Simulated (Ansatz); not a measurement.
The cluster SiO₂. The state is a singlet with charge 0. Geometry PBE0-D4/def2-TZVP, basis def2-TZVP, Ansatz.

```xyz
3

Si    0.000    0.000    0.000
O    -1.069   -0.574   -0.892
O     1.069    0.574    0.892
```

```csv
run,HOMO (eV),LUMO (eV)
A,-9.95,-3.46
B,-9.54,-3.84
C,-8.38,-4.39
D,-10.21,-3.33
E,-8.73,-4.17
```

HSE06 is defined as in plane-wave codes, on full-range PBE exchange. The structure comes from a short search, and lower isomers may exist.

**Question.** The runs used HSE06, PBE, PBE0, r2SCAN, r2SCAN0. Estimate which is which.

**Answer.** A PBE0 (25 % exact exchange); B HSE06 (range-separated); C PBE (0 % exact exchange); D r2SCAN0 (25 % exact exchange); E r2SCAN (0 % exact exchange). Exact exchange lowers occupied and raises empty levels; among semilocal functionals meta-GGAs tend to open the gap a little, and such runs are hard to tell apart. The gap grows from 3.99 eV (PBE) to 6.88 eV (r2SCAN0).
